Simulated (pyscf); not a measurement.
Elementary routes open to [H₃C–Zn]• (SMILES [CH3][Zn]) + H₂S (SMILES S) in the gas phase (doublet surface):
A. H₃C–Zn–SH (SMILES [CH3][Zn][SH]) + H• (SMILES [H]) (H–S broken; S–Zn formed)
B. CH₄ (SMILES C) + [HS–Zn]• (SMILES [SH][Zn]) (C–Zn, H–S broken; C–H, S–Zn formed)

Optimised with ωB97X-D3(BJ)/def2-SVP in PySCF.

Rank the routes by free-energy barrier at 1200 K, lowest first, for ωB97M-D3(BJ)/def2-TZVP energies (ideal gas, 1 atm, RRHO with modes under 100 cm⁻¹ raised to 100, one conformer, R ln 2 for chiral ones without a mode under 150 cm⁻¹).

A (1.83 eV), B (2.33 eV)

Route A is the fastest of these, ahead of the next by 0.50 eV. The most stable products are those of B (ΔG = -1.10 eV), whose barrier is 0.50 eV higher: the kinetic and the thermodynamic product differ. At 298 K A is still the fastest. Only these routes are compared; each barrier is that of the saddle found, and lower ones may exist. Elements up to Kr have no core potential and no relativistic terms here.
